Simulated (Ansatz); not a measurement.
Two shapes of triplet C4H6.

Shape 1:

```xyz
10

C    -0.0093   -0.0034    0.0014
C     1.4112   -0.0043   -0.0084
C    -0.7070    1.2203   -0.0089
C    -0.7070   -1.2331   -0.0056
H     1.9844   -0.9303   -0.0015
H     1.9697    0.9435    0.0004
H    -1.8084    1.2402   -0.0011
H    -0.1690    2.1840   -0.0034
H    -1.7913   -1.2480   -0.0044
H    -0.1868   -2.1776    0.0027
```

Shape 2:

```xyz
10

C     0.0099    0.0436   -0.0224
C     1.3973   -0.0464    0.0074
C    -0.7281    1.2056   -0.0411
C    -0.6992   -1.2062    0.0457
H     1.9576   -0.8907   -0.0080
H     1.9867    0.9069   -0.0392
H    -1.7582    1.2712    0.0080
H    -0.1776    2.1782    0.0500
H    -1.8456   -1.2567   -0.0129
H    -0.1911   -2.1629   -0.0450
```

Basis set: STO-3G (spherical functions). Correlated methods keep 4 orbitals frozen. Charge 0, multiplicity 3.

Computed with Ansatz (development build ahead of 0.2.0); each method stands on the lowest determinant of its kind that the runs found.

Question: Which shape is lower in energy, and by how much in each method?

Answer:

| method | E(2) − E(1) (eV) |
| --- | --- |
| UHF | 0.533 |
| UHF-MP2 | 0.547 |

Shape 1 is lower. Caution: the unrestricted determinant is spin contaminated.
